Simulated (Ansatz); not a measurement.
Relaxation of AlCl₂H (4 atoms, charge 0, multiplicity 1), to a largest force component of 0.02 eV/Å in at most 40 steps.

Theory: Ansatz, RKS PBE-D4/def2-SVP.

```xyz
4
Properties=species:S:1:pos:R:3
Al 0.000 0.000 0.000
Cl 0.000 0.000 2.230
H 1.351 0.000 -0.780
Cl -1.931 0.000 -1.115
```

Where does it end, and by what steps?

It converged. After 3 steps the energy has fallen by 0.229 eV; Cl2 moved furthest, 0.13 Å.

```csv
step,energy less start (eV),largest force component (eV/Å),accepted
0,0.0000,1.642,yes
1,-0.2182,0.427,yes
2,-0.2265,0.184,yes
3,-0.2288,0.015,yes
```

```xyz
4
Properties=species:S:1:pos:R:3
Al -0.018 0.000 0.010
Cl -0.053 0.000 2.115
H 1.348 0.000 -0.778
Cl -1.858 0.000 -1.012
```

Whether the end is a true minimum wasn't checked by a vibrational analysis.

The run took 6.2 s on 1 thread of Arm Neoverse V1, with other jobs on the host, peak memory 0.11 GiB.
